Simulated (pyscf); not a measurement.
`[NH]=[Si]` [singlet] + `[SiH4]` -> `[NH2][Si][SiH3]` [singlet], an addition across a multiple bond or ene-type step (singlet surface; H–Si broken, H–N, Si–Si formed). Optimised with ωB97X-D3(BJ)/def2-SVP in PySCF. Correlated levels are frozen-core, on RHF or UHF. ΔMP2 is the change of the MP2 total energy from the triple- to the quadruple-zeta basis. Energies in kcal/mol from the separated reactants.

Small-basis levels: PySCF, no dispersion term, spherical d functions. AM1 to PM7: differences of heats of formation from MOPAC. GFN2-xTB: tblite. Cost: rough CPU time at the saddle relative to B3LYP/6-31G*, from one job on a shared machine.

```csv
level,barrier,reaction energy,cost
HF/3-21G,___,-21.7,0.08
MP2/6-31G*,61.7,-6.6,0.1
B3LYP/6-31G*,52.9,-13.1,1
B3LYP/6-311+G**,49.3,-12.7,1
GFN2-xTB,44.6,-5.4,under 0.02
PM3,28.9,-25.4,under 0.02
PM7,73.2,-23.2,under 0.02
CCSD(T)/def2-TZVPP + ΔMP2(QZVPP),___,-13.7,–
```

Task: Complete the blanks.

Result: 
- HF/3-21G, barrier: 75.0
- CCSD(T)/def2-TZVPP + ΔMP2(QZVPP), barrier: 47.5

Against the last row the barrier runs from -18.6 (PM3) to +27.5 kcal/mol (HF/3-21G). CCSD(T)/def2-TZVPP + ΔMP2(QZVPP) has limits of its own. At the saddle there is also a short H–Si contact that neither side keeps. The same reactants have a lower exit, to :HSi–NH–SiH₃ [singlet] (barrier +15.4 kcal/mol at ωB97M-D3(BJ), against +46.6 kcal/mol here). H₂N–Si:–SiH₃ [singlet] lies 11.8 kcal/mol over its isomer :HSi–NH–SiH₃ [singlet] (electronic energy, ωB97M-D3(BJ)). One saddle was located; it need not be the lowest between these sides. The CCSD(T) − MP2 part came from Ansatz, without density fitting, on the same reference.
